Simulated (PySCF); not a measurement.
Several species in one continuum solvent.

Level: B3LYP/def2-SVPD in PySCF, non-relativistic, each on one gas-phase PBE0-D3(BJ)/def2-SVP geometry that isn't relaxed in the solvent. The solvent is an IEF-PCM continuum (cavity from Bondi-type radii × 1.2). Specific hydrogen bonds and non-electrostatic terms are outside this model.

Question: Order them by E(solvent) − E(gas) in chloroform (ε = 4.711), most negative first (kcal/mol).
A. `[CH3:1][C@@H:2]1[CH2:3][CH2:4][Si@H:5]([CH3:6])[CH2:7]1` with C1–C2–C3–C4 -176°, C2–C3–C4–Si5 38°, C3–C4–Si5–C6 105°, C4–Si5–C7–C2 -13°
B. `c12c(cccc1)nccn2` (quinoxaline)
C. `FC(F)(F)/C=C\C#C`

Answer: B (-3.9), C (-3.2), A (-0.7).

```csv
SMILES,charge,ΔE (kcal/mol),polarisation term (kcal/mol),HOMO shift (eV),dipole gas (D),dipole solvent (D),atoms,"lowest singlet, gas (eV)","lowest singlet, solvent (eV)"
c1ccc2nccnc2c1,0,-3.9,-4.3,0.00,0.57,0.69,16,3.46,3.54
C#C/C=C\C(F)(F)F,0,-3.2,-3.5,+0.11,2.33,2.71,11,4.77,4.82
C[C@@H]1CC[Si@H](C)C1,0,-0.7,-0.8,+0.12,0.41,0.54,21,7.16,7.17
```

The polarisation term is half the interaction of the solute with the induced surface charges. Singlets are vertical TDDFT energies (frozen core, non-equilibrium response), the lowest in each medium.
